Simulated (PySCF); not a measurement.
**Working out the ionisation energy of B**

B [He] 2s2 2p1 (2P) → B⁺ [He] 2s2 (1S). Computed with PySCF 2.14 in jorge-DZP-DKH (4s2p1d, 15 functions), with scalar relativity by spin-free X2C-1e. Frozen: 1s2. Energies in hartree (1 hartree = 27.21139 eV):

| part | B (lower) | B⁺ (upper) |
| --- | --- | --- |
| UHF | -24.536942 | -24.241930 |
| CCSD correlation | -0.059173 | -0.059186 |
| (T) | -0.000776 | 0.000000 |

Question: What does Hartree-Fock give?

Answer: (-24.241930) − (-24.536942) = 0.295012 hartree = 8.028 eV.

Question: What do CCSD and CCSD(T) give?

Answer: The CCSD correlation energies differ by -0.000013 hartree = 0.000 eV and the triples by 0.000776 hartree = 0.021 eV, so CCSD gives 8.028 eV and CCSD(T) 8.049 eV.

Measured between the centres of the two terms (NIST): 8.297 eV, so CCSD(T) (valence) is off by -0.248 eV.

A double-zeta basis recovers only part of the correlation energy.

The coupled-cluster amplitudes are large, so a single reference is strained.

What remains against the reference includes basis incompleteness, the frozen core and higher excitations.
